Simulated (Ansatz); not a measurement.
Two isomers of C3H6FN: A = `C=NC(C)F`, B = `CC/N=C\F`.

Calculated with Ansatz (gas phase, PBE0-D4/def2-TZVP geometries, no zero-point term in ΔE). CCSD(T)/CBS is the MP2 limit (def2-TZVPP, def2-QZVPP) plus CCSD(T) − MP2 in def2-TZVPP, frozen cores. Functionals use def2-TZVPP. B3LYP here is the variant with VWN-RPA as its local correlation; programs differ in this. Each species was taken in one conformer, which may not be the lowest.

Problem. Which is lower in electronic energy at CCSD(T)/CBS, and by how much? (Best estimate.)

Solution. The calculation gave: B, by 7.1 kJ/mol.

Problem. Give E(B) − E(A) in kJ/mol with CCSD(T)/def2-TZVPP, B2PLYP, PBE-D4, B3LYP, PBE0-D4, CCSD(T)/def2-SVP, r2SCAN-D4. (Best estimate.)

Solution. Computed: CCSD(T)/def2-TZVPP -8.4, B2PLYP -11.4, PBE-D4 -16.3, B3LYP -12.1, PBE0-D4 -13.6, CCSD(T)/def2-SVP -9.0, r2SCAN-D4 -12.9. None reverses the order clearly.

Problem. Does the order hold for the free energy at 298.15 K (harmonic terms from PBE0-D4)? (Best estimate.)

Solution. Ansatz gave: Yes: G(B) − G(A) = -9.5 kJ/mol, for one conformer each. Modes under 60 cm⁻¹, often nearly free rotors, make the harmonic entropy too high.

Largest T1 diagnostic: 0.012.

Leaving LDA and LC-ωPBE aside and taking each functional with its dispersion term where it has one, the values, not all of them listed here, spread over 8.9 kJ/mol, from PBE-D4 to BHLYP-D4. From BLYP to BHLYP (50 % exact exchange), in def2-TZVPP and without D4, E(B) − E(A) moves by +6.5 kJ/mol.
